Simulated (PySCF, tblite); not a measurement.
Isomers of C4H9OP, one GFN2-xTB conformer each. Single-point energies are computed at PBE0/pcSseg-1 (PySCF, gas phase, no added dispersion term), electronic only.

Task: Rank them by PBE0/pcSseg-1 energy, lowest first (kJ/mol).
A. `[CH2:1]=[CH:2][P:3]([CH3:4])([CH3:5])=[O:6]` with C1–C2–P3–C4 125°
B. `[CH3:1][C:2](=[O:3])[P:4]([CH3:5])[CH3:6]` with C1–C2–P4–C5 160°
C. `C[C@@H]1C[P@]1(C)=O`
D. `[CH2:1]=[CH:2][P:3]([CH3:4])[CH2:5][OH:6]` with C1–C2–P3–C4 -37°, C2–P3–C5–O6 -70°, P3–C5–O6–H -59°
E. `[CH3:1][CH2:2][P:3]1(=[O:4])[CH2:5][CH2:6]1` with C1–C2–P3–O4 57°
F. `[CH3:1][P:2]1(=[O:3])[CH2:4][CH2:5][CH2:6]1` with C1–P2–C4–C5 -91°, P2–C4–C5–C6 -17°, C4–C5–C6–P2 17°, C1–P2–C6–C5 91°

Result: F (0.0), A (16.8), B (36.1), C (68.3), E (80.2), D (142.9).

As drawn, the lowest has a four-membered ring and a P=O bond, which the highest lacks; the highest has an O–H bond and a C=C bond outside aromatic rings, which the lowest lacks. GFN2-xTB itself gives, in the same order: 0.0, 55.3, 146.1, 92.0, 101.7, 241.3. Both levels put the same isomer lowest; measured from each level's own lowest isomer, the values differ by up to 110.0 kJ/mol (CC(=O)P(C)C: 146.1 against 36.1).

Task: Which frontier levels, dipoles and rotational constants go with these structures?

Result: 
```
             SMILES  HOMO (eV, PBE0/pcSseg-1)  LUMO (eV)  dipole (D)     A, B, C (MHz)
        CP1(=O)CCC1                     -7.49       0.97        4.08  4323, 2583, 2311
       C=CP(C)(C)=O                     -7.56      -0.53        3.84  3737, 2252, 2199
        CC(=O)P(C)C                     -6.52      -0.75        2.56  3778, 2488, 1756
C[C@@H]1C[P@]1(C)=O                     -6.89       0.87        3.95  4586, 2330, 1972
        CCP1(=O)CC1                     -7.01       0.87        3.97  4643, 2290, 1905
          C=CP(C)CO                     -6.54      -0.07        1.42  3875, 2123, 1569
```

Task: What happens when harmonic zero-point energies from GFN2-xTB frequencies are added?

Result: 
```json
{"SMILES": "CP1(=O)CCC1", "ZPE (kJ/mol)": "322.5", "electronic (kJ/mol)": "0.0", "with ZPE (kJ/mol)": "0.0"}
{"SMILES": "C=CP(C)(C)=O", "ZPE (kJ/mol)": "312.6", "electronic (kJ/mol)": "16.8", "with ZPE (kJ/mol)": "6.9"}
{"SMILES": "CC(=O)P(C)C", "ZPE (kJ/mol)": "314.2", "electronic (kJ/mol)": "36.1", "with ZPE (kJ/mol)": "27.7"}
{"SMILES": "C[C@@H]1C[P@]1(C)=O", "ZPE (kJ/mol)": "319.3", "electronic (kJ/mol)": "68.3", "with ZPE (kJ/mol)": "65.1"}
{"SMILES": "CCP1(=O)CC1", "ZPE (kJ/mol)": "320.9", "electronic (kJ/mol)": "80.2", "with ZPE (kJ/mol)": "78.5"}
{"SMILES": "C=CP(C)CO", "ZPE (kJ/mol)": "313.7", "electronic (kJ/mol)": "142.9", "with ZPE (kJ/mol)": "134.1"}
```

The zero-point energies span 9.9 kJ/mol. The order is unchanged.
